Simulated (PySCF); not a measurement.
One molecule, one basis, several functionals.

Boron trihydride, BH3.
InChI=1S/BH3/h1H3

PySCF, def2-SVPD basis, density fitting, gas phase, PBE0-D3(BJ)/def2-SVP geometry; singlet excitations by full TDDFT with frozen cores, triplets by Tamm–Dancoff TDDFT and ionisation energies by ΔSCF, from the lowest of the holes tried. One functional is left out:

| functional | exact exchange (%) | HOMO energy (eV) | LUMO energy (eV) | lowest singlet excitation (eV) | lowest triplet excitation (eV) | mean polarisability (au) | vertical ionisation energy (eV) |
| --- | --- | --- | --- | --- | --- | --- | --- |
| LDA | 0 | -8.44 | -3.39 | 5.32 | 4.65 | 19.0 | 12.94 |
| PBE | 0 | -8.45 | -3.08 | 5.56 | 4.73 | 18.5 | 12.90 |
| B3LYP | 20 | -9.70 | -2.22 | 5.80 | 5.05 | 18.0 | 13.08 |
| BHandHLYP | 50 | -11.30 | -0.84 | 6.07 | 5.26 | 17.4 | 13.08 |

Task: Predict the row of PBE0 (25 % exact exchange) by straight lines through the other rows, and check it.

Result: 
```
                       property   line  computed  computed − line  B3LYP (20 %), for comparison
               HOMO energy (eV)  -9.90     -9.89            +0.01                         -9.70
               LUMO energy (eV)  -2.02     -1.95            +0.07                         -2.22
 lowest singlet excitation (eV)   5.78      5.81            +0.03                          5.80
 lowest triplet excitation (eV)   5.01      4.93            -0.08                          5.05
       mean polarisability (au)   18.0      17.8             -0.2                          18.0
vertical ionisation energy (eV)  13.03     13.00            -0.03                         13.08
```

Task: Which of these properties follows the share of exact exchange most closely, and which least?

Result: Most closely the HOMO energy, least the vertical ionisation energy; the correlations over the tabulated rows are HOMO energy -0.999, LUMO energy 0.994, lowest triplet excitation 0.966, mean polarisability -0.942, lowest singlet excitation 0.938, vertical ionisation energy 0.842. The HOMO energy moves by -0.573 eV for every 10 %. Functionals with the same share still differ in their other parts: at 0 % LDA and PBE differ by 0.01 eV in it.
